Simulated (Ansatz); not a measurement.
Corundum (α-Al2O3) was calculated with r²SCAN+rVV10 (PAW; Ansatz, an electronic-structure program).

Run with plane-wave cutoff 560 eV, 8×8×8 k mesh, Fermi–Dirac smearing 0.01 eV, scalar-relativistic PAW data made under PBE.

Computed at the level's own relaxed cell.

Task: What does this level give for the equilibrium volume per atom, pressure derivative B′ of the bulk modulus, band gap, bulk modulus and c axis length?

Result: 
equilibrium volume per atom: 8.46 Å³/atom
pressure derivative B′ of the bulk modulus: 3.9
band gap: 7.15 eV (direct)
bulk modulus: 259 GPa
c axis length: 12.971 Å

Measured, for comparison: bulk modulus 254 GPa (298 K, copied from a table, unchecked, no zero-point or thermal correction, with K' = 4.34, our sources range from 239 to 254; as tabulated in BurnMan's mineral tables); lattice parameter c 12.991 Å (temperature not stated, no zero-point or thermal correction; as tabulated in Lallet et al. (2009), arXiv:0801.3594). Computed (rounded) less measured: bulk modulus not scored (unchecked), lattice parameter c -0.2 %. A static lattice is as a rule a little smaller and stiffer than an uncorrected measurement, which narrows the difference in the bulk modulus and would widen misses of the other sign.

Note: the bulk modulus comes from volumes at which shape and atoms were relaxed.

Computing time: very roughly 10 core-minutes.
